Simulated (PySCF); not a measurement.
## XPS shifts beside NMR shieldings

Ethylketene, C4H6O.
Bonds: C1–C2, C2–C3, C3–C4 (double), C4–O5 (double). Hydrogens: H6, H7, H8 on C1; H9, H10 on C2; H11 on C3.

Binding energies: PySCF, delta-SCF UKS SCAN, pcX-2 on the ionised atom, pcseg-1 elsewhere, spin-free X2C. Shieldings: GIAO B97-2/pcSseg-2, non-relativistic, same geometry.

```tsv
atom	C 1s (eV)
C1	290.75
C2	291.32
C3	290.76
C4	293.87
```

Task: What are the absolute isotropic shieldings of these atoms?

Result: 
| atom | environment | C 1s (eV) | isotropic shielding (ppm) |
| --- | --- | --- | --- |
| C1 | methyl carbon | 290.75 | 162.5 |
| C3 | outer carbon of cumulated double bonds | 290.76 | 164.4 |
| C2 | chain CH2 carbon | 291.32 | 163.5 |
| C4 | central carbon of a ketene | 293.87 | -21.7 |

Task: Among the listed atoms, is the one with the highest binding energy also the least shielded?

Result: Yes: C4 has both (293.87 eV, -21.7 ppm).

By binding energy: C1 ≈ C3 < C2 < C4. By shielding: C4 < C1 < C2 < C3.

The unrestricted hole states depart most from a pure doublet (⟨S²⟩ = 0.75; over 0.85 named) for C 1s of C4 (0.85), which makes this value less certain. Geometry: PBE0-D3(BJ)/def2-SVP, one conformer, isolated molecule.

The values belong to the conformer `[CH3:1][CH2:2][CH:3]=[C:4]=[O:5]`: C1–C2–C3–C4 114°.
